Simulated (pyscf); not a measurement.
Optimised with ωB97X-D3(BJ)/def2-SVP in PySCF.

Q: PBE/def2-TZVP puts the barrier of HO–ZnH (SMILES [OH][ZnH]) + H₃C–CH₃ (SMILES CC) → H₃C–CH₂–Zn–OH (SMILES C[CH2][Zn][OH]) + H₂ (SMILES [H][H]) (four-centre exchange; singlet surface; H–Zn, C–H broken, C–Zn, H–H formed) at 227.8 kJ/mol and the reaction energy at +48.1 kJ/mol, from the separated reactants. What do r²SCAN/def2-TZVP, M06-2X/def2-TZVP, ωB97M-D3(BJ)/def2-TZVP give on the same structures?

A: r²SCAN: ΔE‡ = 227.5 kJ/mol, ΔE = +49.5 kJ/mol; M06-2X: ΔE‡ = 237.0 kJ/mol, ΔE = +45.5 kJ/mol; ωB97M-D3(BJ): ΔE‡ = 248.9 kJ/mol, ΔE = +55.6 kJ/mol. PBE's barrier matches one of them and lies within 21.1 kJ/mol of the others. Its reaction energy lies among theirs. At the saddle there is also a short H–Zn contact that neither side keeps. This is the saddle that the search found; another between the same sides may lie lower. Elements up to Kr have no core potential and no relativistic terms here.
